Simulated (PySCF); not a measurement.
**SiH₄: from structure and modes to constants**

All numbers come from PySCF, B3LYP, basis Si def2-TZVP, H def2-TZVP (no relativity, density fitting).

The singlet minimum has Td symmetry. Masses (u): Si 27.97693, H 1.00782.

```xyz
5
charge 0 multiplicity 1, angstrom
Si    0.0000    0.0000    0.0000
H    -0.8547   -0.8547    0.8547
H     0.8547   -0.8547   -0.8547
H    -0.8547    0.8547   -0.8547
H     0.8547    0.8547    0.8547
```

Harmonic wavenumbers (cm⁻¹): 924.6 (t2, ×3), 978.7 (e, ×2), 2237.7 (a1, ×1), 2244.6 (t2, ×3).

Find the principal moments of inertia and the rotational constants. What kind of rotor is it?

About the centre of mass I = 5.8897, 5.8897, 5.8897 u Å². With B = 16.8576/I this gives 2.862, 2.862, 2.862 cm⁻¹. The molecule is a spherical top.

What is the harmonic zero-point energy?

Half the sum of all 9 wavenumbers, 13703/2 = 6851 cm⁻¹, which is 82.0 kJ/mol (1 cm⁻¹ = 0.0119627 kJ/mol).

Find the vibrational entropy and heat capacity at 298.15 K.

With u = 1.43878 ω/T, each mode gives S = R[u/(eᵘ−1) − ln(1−e⁻ᵘ)] and C = R u² eᵘ/(eᵘ−1)².
```csv
ω (cm⁻¹),u,S (J/(mol K)),C (J/(mol K))
924.6 (×3),4.462,0.53,1.96
978.7 (×2),4.723,0.43,1.68
2237.7,10.798,0.00,0.02
2244.6 (×3),10.832,0.00,0.02
```
The sums over all modes are S = 2.4 and C = 9.3 J/(mol K); the softest mode gives 22 % of the entropy (each member, where degenerate).

Give the standard entropy (298.15 K, 1 bar) by its translational, rotational, vibrational and spin parts, and Cp.

Sackur–Tetrode with M = 32.01 u gives 152.1; rotation with symmetry number 12 gives 50.0; vibration 2.4; spin R ln 1 = 0.0. The total is 204.5 J/(mol K), and Cp = 4 R + 9.3 = 42.6 J/(mol K).
